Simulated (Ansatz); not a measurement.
**CHAlN (doublet): from Hartree-Fock to the top rungs at a displaced geometry (v2), cc-pVDZ**

One table from this session's results is given with a row withheld; the runs are named, their logs left out.

Method: cc-pVDZ, core rule «outside noble gas», up to 7 orbitals frozen; program: Ansatz 0.2.0, Gaussian basis.

Plan: UHF; CCSD(T) on ROHF; CCSD(T) on UHF; BCCD(T) on ROHF; CISD; CCSDT(Q) on ROHF; CCSDT(Q) on UHF; CASSCF and MRCISD+Q, 9 electrons in 9 orbitals; CASSCF and NEVPT2, 9 electrons in 9 orbitals.

19 further runs of the same task are left out: 9 that didn't finish, 10 set aside as unsound or not needed.

**What is computed**

The geometry is a PBE0/def2-TZVP stationary point (not a proven minimum) with its atoms shifted at random (size 0.100 Å).

4 atoms, charge 0, spin multiplicity 2.

Atoms are counted from 1 here; the program's logs count them from 0.

Bond lengths: Al1–N2 1.829 Å, N2–C3 1.222 Å, C3–H4 1.055 Å. Angles: Al1–N2–C3 168.2°, N2–C3–H4 130.4°.

The first run:

in.yaml

```yaml
crystal:
  periodic: [false, false, false]
  atoms:
    - {symbol: Al, position_ang: [0.064562, -0.090209, 2.166370]}
    - {symbol: N, position_ang: [-0.100247, -0.090939, 0.344752]}
    - {symbol: C, position_ang: [-0.023708, -0.259591, -0.862953]}
    - {symbol: H, position_ang: [0.059393, 0.440739, -1.648169]}
basis:
  gaussian: {orbitals: cc-pVDZ}
magnetization: {spin_polarized: true, initial_magnetization: 1}
hamiltonian: {xc: hf}
output: {orbitals: {seedname: orbitals}}
```

Run with:

```sh
ansatz run in.yaml --threads 1 --pin off --events-out ev --progress --plain --max-ram 2393MiB
```

Among the steps run: UHF; CCSD(T) on ROHF; CCSD(T) on UHF; BCCD(T) on ROHF; CISD; CCSDT(Q) on ROHF; CCSDT(Q) on UHF; CASSCF and MRCISD+Q, 9 electrons in 9 orbitals; CASSCF and NEVPT2, 9 electrons in 9 orbitals.

One table of the session follows, with a row left open; its other results are not shown here.

```
           method  from UCCSDT(Q) (meV)
             ROHF               +9859.0
              UHF                     ?
             RMP2               +1118.3
             UMP2               +1187.8
             CISD               +1472.7
            RCCSD                +458.8
            UCCSD                +452.7
         RCCSD(T)                 +64.8
         UCCSD(T)                 +67.3
          BCCD(T)                 +64.3
           RCCSDT                 +41.8
           UCCSDT                 +40.9
        RCCSDT(Q)                  +3.6
        UCCSDT(Q)                     0
  CASSCF frontier               +6345.1
  MRCISD frontier                +682.2
MRCISD+Q frontier                +109.2
```

Q: Estimate the row for UHF from the others.

As computed: from UCCSDT(Q) (meV): +9734.1. In the column «from UCCSDT(Q) (meV)» it lies between CASSCF frontier (+6345.1) and ROHF (+9859.0).

Not comparable, so not listed: CASSCF and NEVPT2, 9 electrons in 9 orbitals (they don't share determinant, frozen orbitals or solution with the rows shown, or repeat one).

To keep in mind: Restricted and unrestricted rows rest on different reference determinants; where their highest levels disagree by more than a few hundredths of an eV, they describe different states and don't form one ladder. Warnings in the runs' records: passed over end.
